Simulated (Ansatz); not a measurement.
C₅H₁₀O, SMILES CCC(=O)CC, a ranking of conformers

Computed with Ansatz 0.2.0 through its Python package.

At the Python prompt:
```pycon
>>> import ansatz
>>> from rdkit import Chem
>>> from rdkit.Chem import AllChem
>>> rd = Chem.AddHs(Chem.MolFromSmiles("CCC(=O)CC"))
>>> ids = list(AllChem.EmbedMultipleConfs(rd, numConfs=20, randomSeed=851, pruneRmsThresh=0.4))
>>> field = [energy for _, energy in AllChem.MMFFOptimizeMoleculeConfs(rd)]
>>> distinct = {round(e, 2): i for i, e in zip(ids, field)}
>>> chosen = sorted(distinct.items())[:3]
>>> found = []
>>> for force_field, index in chosen:
...     system = ansatz.Crystal.molecule()
...     for atom, xyz in zip(rd.GetAtoms(), rd.GetConformer(index).GetPositions()):
...         system = system.atom(atom.GetSymbol(), xyz.round(5).tolist())
...     setup = system.calculation()
...     setup = setup.basis(gaussian="6-31G*")
...     setup = setup.correlation("MP2")
...     found.append(setup.run(threads=1).report["free_energy_ev"])
...
>>> print("conformer   MMFF (kcal/mol)   this level (kJ/mol)")
conformer   MMFF (kcal/mol)   this level (kJ/mol)
>>> for (force_field, index), e in zip(chosen, found):
...     print(f"{index:9d} {force_field - chosen[0][0]:17.2f} {96.485332 * (e - min(found)):17.3f}")
...
        1              0.00             0.000
        3              0.81             6.055
        4              1.68            10.552
```

Reading the output:
- These settings explore the input space; basis and method may be short of convergence.
- The conformers keep their force-field geometries.
- Timing: 8.3 s on 1 thread of Arm Neoverse V2, on a shared host, peak memory 0.33 GiB.
